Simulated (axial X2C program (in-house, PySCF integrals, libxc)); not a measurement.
**BH⁻: EOM-EA-CCSD levels**

Wanted for BH⁻: EOM-EA-CCSD levels, at the two-component level.

Program: an in-house X2C program for linear molecules on PySCF integrals. Level of theory: two-component X2C with atomic mean-field terms, B dyall-av3z, H dyall-av3z. These are calculated values, not measurements.

### Step 1. Set-up

Input file task.json:

```json
{
 "zs": [
  5,
  1
 ],
 "q": -1,
 "bas": [
  "dyall-av3z",
  "dyall-av3z"
 ],
 "r0": 1.17,
 "eom": "ea",
 "thr": -2.0,
 "nmax": 92,
 "grid": [
  1,
  0.96,
  1.045,
  0.92,
  1.09,
  1.15
 ],
 "rq": 0
}
```

Keys: zs atomic numbers; q charge; bas basis sets; r0 starting distance in Å; eom kind of EOM run; thr threshold in hartree for freezing inner shells (an s shell follows its p shell); nmax most natural virtual spinors; grid distances as factors.

The run is started by

```
$ python soeom.py task.json out
```

The runs that follow: EOM-EA-CCSD at 1.241 Å.

Before running it: what results should come out? Wanted: next root led by one particle; T1 of the reference.

As calculated:

| quantity | value |
| --- | --- |
| lowest root at 1.241 Å | Ω = 1/2, 0.030 eV |
| next root led by one particle | Ω = 3/2, about 50 cm⁻¹ higher |
| T1 of the reference | 0.014 |

What this shows: The added electron is bound by 0.03 eV in a spinor of 82% B pπ, 15% H pπ. Errors of 0.1 to 0.3 eV are usual at this size, and roots led by higher excitations are left out, so the list is incomplete, and low states of that kind can be missing.
